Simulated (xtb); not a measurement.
C2H6O, triplet, at a GFN2-xTB geometry of the parent state (a higher spin typed on purpose: for a closed-shell molecule this is an excited state); GFN2-xTB run with xtb 6.7.1.

The xtb input:
```
$ xtb mol.xyz --gfn 2 --chrg 0 --uhf 2 --json

# file mol.xyz
9

C      0.00099851     1.16873097    -0.19848430
O     -0.01628759     0.00218327     0.58181294
C      0.00986179    -1.17018674    -0.18945932
H     -0.02161777     2.00849292     0.49284563
H      0.90959852     1.22471949    -0.81180039
H     -0.87229477     1.21777466    -0.86165763
H     -0.00640972    -2.00473598     0.50833112
H     -0.86301533    -1.23096373    -0.85220890
H      0.91887796    -1.22401890    -0.80235166
```

Output, abridged:

```
   ID    Z sym.   atoms
    1    6 C      1, 3
    2    8 O      2
    3    1 H      4-9

           -------------------------------------------------
          |                Calculation Setup                |
           -------------------------------------------------

           -------------------------------------------------
          |                 G F N 2 - x T B                 |
           -------------------------------------------------

          ...................................................
          :                      SETUP                      :
          :.................................................:
          :  # basis functions                  18          :
          :  # atomic orbitals                  18          :
          :  # shells                           12          :
          :  # electrons                        20          :
          :  max. iterations                   250          :
          :  Hamiltonian                  GFN2-xTB          :
          :  restarted?                      false          :
          :  GBSA solvation                  false          :
          :  PC potential                    false          :
          :  electronic temp.          300.0000000     K    :
          :  accuracy                    1.0000000          :
          :  -> integral cutoff          0.2500000E+02      :
          :  -> integral neglect         0.1000000E-07      :
          :  -> SCF convergence          0.1000000E-05 Eh   :
          :  -> wf. convergence          0.1000000E-03 e    :
          :  Broyden damping             0.4000000          :
          :  net charge                          0          :
          :  unpaired electrons                  2          :
          ...................................................

 iter      E             dE          RMSdq      gap      omega  full diag
   1    -11.0373021 -0.110373E+02  0.366E+00    2.10       0.0  T
   2    -11.0442544 -0.695227E-02  0.215E+00    2.11       1.0  T
   3    -11.0445359 -0.281552E-03  0.408E-01    2.05       1.0  T
   4    -11.0446038 -0.678774E-04  0.827E-02    2.02       1.0  T
   5    -11.0446053 -0.153209E-05  0.421E-02    2.02       1.0  T
   6    -11.0446057 -0.326815E-06  0.337E-03    2.02       9.9  T
   7    -11.0446057 -0.741365E-08  0.645E-04    2.02      51.7  T
   8    -11.0446057 -0.186484E-08  0.151E-04    2.02     221.1  T

   *** convergence criteria satisfied after 8 iterations ***

 transition dipole moment (au) for excitation:          10          11
     X       Y       Z
   0.2775   0.0011   0.0078  total (au/Debye):    0.278   0.706
 dE (eV)             :   12.570
 oscillator strength :  0.33553E-01

         :::::::::::::::::::::::::::::::::::::::::::::::::::::
         ::                     SUMMARY                     ::
         :::::::::::::::::::::::::::::::::::::::::::::::::::::
         :: total energy             -10.931226781063 Eh    ::
         :: gradient norm              0.533268929129 Eh/a0 ::
         :: HOMO-LUMO gap              2.021862749177 eV    ::
         ::.................................................::
         :: SCC energy               -11.044605282665 Eh    ::
         :: -> isotropic ES            0.012896151538 Eh    ::
         :: -> anisotropic ES          0.002805487068 Eh    ::
         :: -> anisotropic XC          0.005979157999 Eh    ::
         :: -> dispersion             -0.002713068161 Eh    ::
         :: repulsion energy           0.113378501602 Eh    ::
         :: add. restraining           0.000000000000 Eh    ::
         :: total charge               0.000000000000 e     ::
         :::::::::::::::::::::::::::::::::::::::::::::::::::::

           -------------------------------------------------
          |                Property Printout                |
           -------------------------------------------------

    * Orbital Energies and Occupations

         #    Occupation            Energy/Eh            Energy/eV
      -------------------------------------------------------------
         1        2.0000           -0.6995545             -19.0358
         2        2.0000           -0.6302628             -17.1503
         3        2.0000           -0.5915248             -16.0962
         4        2.0000           -0.5425237             -14.7628
         5        2.0000           -0.5327168             -14.4960
         6        2.0000           -0.5314056             -14.4603
         7        2.0000           -0.4693535             -12.7718
         8        2.0000           -0.4529654             -12.3258
         9        2.0000           -0.4442001             -12.0873
        10        1.0000           -0.4007184             -10.9041
        11        1.0000            0.0612210               1.6659 (HOMO)
        12                          0.1355230               3.6878 (LUMO)
        13                          0.1363297               3.7097
        14                          0.1797744               4.8919
        15                          0.2072626               5.6399
        16                          0.2075116               5.6467
        17                          0.2082781               5.6675
        18                          0.2794662               7.6047
      -------------------------------------------------------------
                  HL-Gap            0.0743021 Eh            2.0219 eV
             Fermi-level           -0.1620436 Eh           -4.4094 eV

     #   Z          covCN         q      C6AA      α(0)
     1   6 C        3.658    -0.048    21.742     6.692
     2   8 O        1.701    -0.250    18.138     5.750
     3   6 C        3.658    -0.048    21.742     6.692
     4   1 H        0.925     0.030     2.589     2.516
     5   1 H        0.924     0.072     2.067     2.249
     6   1 H        0.924     0.072     2.067     2.249
     7   1 H        0.925     0.030     2.589     2.516
     8   1 H        0.924     0.072     2.067     2.249
     9   1 H        0.924     0.072     2.067     2.249

 Mol. C6AA /au·bohr⁶  :        506.068694
 Mol. C8AA /au·bohr⁸  :      10047.998071
 Mol. α(0) /au        :         33.161505

Wiberg/Mayer (AO) data.
largest (>0.10) Wiberg bond orders for each atom

 ---------------------------------------------------------------------------
     #   Z sym  total        # sym  WBO       # sym  WBO       # sym  WBO
 ---------------------------------------------------------------------------
     1   6 C    3.885 --     4 H    0.986     2 O    0.894     6 H    0.878
                             5 H    0.878     3 C    0.211
     2   8 O    2.041 --     3 C    0.894     1 C    0.894
     3   6 C    3.885 --     7 H    0.986     2 O    0.894     8 H    0.878
                             9 H    0.878     1 C    0.211
     4   1 H    0.999 --     1 C    0.986
     5   1 H    0.987 --     1 C    0.878
     6   1 H    0.987 --     1 C    0.878
     7   1 H    0.999 --     3 C    0.986
     8   1 H    0.987 --     3 C    0.878
     9   1 H    0.987 --     3 C    0.878
 ---------------------------------------------------------------------------

Topologies differ in total number of bonds
Writing topology from bond orders to xtbtopo.mol

molecular dipole:
                 x           y           z       tot (Debye)
 q only:        0.018      -0.002      -0.633
   full:        0.023      -0.003      -0.807       2.052
molecular quadrupole (traceless):
                xx          xy          yy          xz          yz          zz
 q only:       -0.371      -0.006       1.290       0.015      -0.008      -0.919
  q+dip:        1.118       0.007      -0.810       0.040       0.002      -0.308
   full:        0.712       0.002       0.343       0.050      -0.005      -1.055

           -------------------------------------------------
          | TOTAL ENERGY              -10.931226781063 Eh   |
          | GRADIENT NORM               0.533268929129 Eh/α |
          | HOMO-LUMO GAP               2.021862749177 eV   |
           -------------------------------------------------

normal termination of xtb
```
